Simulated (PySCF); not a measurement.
Compound: neopentyl mercaptan, C₅H₁₂S.
SMILES: `CC(C)(C)CS`

Level: wB97X-D/def2-SVPD in PySCF, non-relativistic, on one gas-phase PBE0-D3(BJ)/def2-SVP geometry that isn't relaxed in the solvent. The solvent is an IEF-PCM continuum (cavity from Bondi-type radii × 1.2), and excitations are vertical TDDFT with non-equilibrium linear response and a frozen core. Only the electrostatic response of the medium enters.

Gas-phase singlets (H = HOMO, L = LUMO):

```tsv
state	E (eV)	λ (nm)	f	leading configurations
S1	5.724	217	0.005	H→L 64%, H→L+2 16%
S2	6.326	196	0.031	H→L+1 83%, H→L 8%
S3	7.356	169	0.024	H→L+3 57%, H→L+2 16%
S4	7.586	163	0.034	H→L+4 57%, H→L+3 12%
S5	7.900	157	0.010	H→L+2 43%, H→L+3 22%
```

Problem. Give the list for chloroform (ε = 4.711), n² = 2.09.

Solution. 
```json
{"state": "S1", "E (eV)": "5.840", "λ (nm)": "212", "f": "0.004", "leading configurations": "H→L 55%, H→L+1 15%", "change by rank (eV)": "+0.116"}
{"state": "S2", "E (eV)": "6.359", "λ (nm)": "195", "f": "0.055", "leading configurations": "H→L+1 71%, H→L 22%", "change by rank (eV)": "+0.033"}
{"state": "S3", "E (eV)": "7.430", "λ (nm)": "167", "f": "0.031", "leading configurations": "H→L+3 76%", "change by rank (eV)": "+0.074"}
{"state": "S4", "E (eV)": "7.635", "λ (nm)": "162", "f": "0.062", "leading configurations": "H→L+4 60%, H→L+2 16%", "change by rank (eV)": "+0.049"}
{"state": "S5", "E (eV)": "8.004", "λ (nm)": "155", "f": "0.009", "leading configurations": "H→L+2 52%, H→L+3 12%", "change by rank (eV)": "+0.104"}
```

Problem. The ground-state energy changes by -0.096 eV from gas to chloroform. By how much does the total energy of gas-phase S1 change?

Solution. E(S1) = E(S0) + excitation energy, so it changes by -0.096 + 0.116 = +0.020 eV: it isn't lowered at all, while the ground state is. This is the vertical state, with the slow part of the continuum still set for S0.

Problem. How do the frontier levels move from gas to chloroform?

Solution. 
```
orbital  gas (eV)  solvent (eV)  change (eV)
 LUMO+2      2.72          2.84        +0.12
 LUMO+1      2.18          2.18         0.00
   LUMO      1.92          2.07        +0.15
   HOMO     -8.67         -8.71        -0.04
 HOMO-1    -10.76        -10.68        +0.08
 HOMO-2    -11.17        -10.99        +0.18
 HOMO-3    -11.40        -11.25        +0.15
```

The HOMO–LUMO gap goes from 10.59 to 10.78 eV.

The run took about 50 s of CPU time (one thread, shared machine). This is the whole response run at wB97X-D/def2-SVPD in chloroform, SCF included.

The values belong to the conformer `[CH3:1][C:2]([CH3:3])([CH3:4])[CH2:5][SH:6]`: C1–C2–C5–S6 60°, H–S6–C5–C2 75°.

The pairwise dispersion term of wB97X-D wasn't added to the energies; at a given geometry it leaves orbitals and properties as they are.
